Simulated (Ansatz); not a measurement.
Start from Mo in the bcc (W type) structure (space group Im-3m, No. 229; a = 3.151 Å).

Level of theory: r2SCAN, PAW, 500 eV (Ansatz, a quantum-chemistry and plane-wave program; without spin-orbit coupling), earlier PAW set.

Perturbation: every Mo is replaced by Cr, then cell and atoms are relaxed.

Measured lattice parameter a: Mo 3.141 Å (static lattice; corrected from measurement; as listed in Daniel Mejia-Rodriguez, S. B. Trickey, Phys. Rev. B (2018)); Cr 2.877 Å (static lattice; corrected from measurement; as listed in H. Levämäki et al., Physical Review B (2014)).

### Question
How well does r2SCAN reproduce the measured shift?

### Answer
With r2SCAN the lattice parameter a moves by -0.320 Å (3.151 → 2.831) against -0.264 Å measured.

No phonon test of stability was made. Starting moments died away, wholly or in part, for Mo → Cr; another magnetic solution may exist. All final runs are without spin polarisation. Real Cr is antiferromagnetic at low temperature and ambient pressure, an order that this cell doesn't hold.
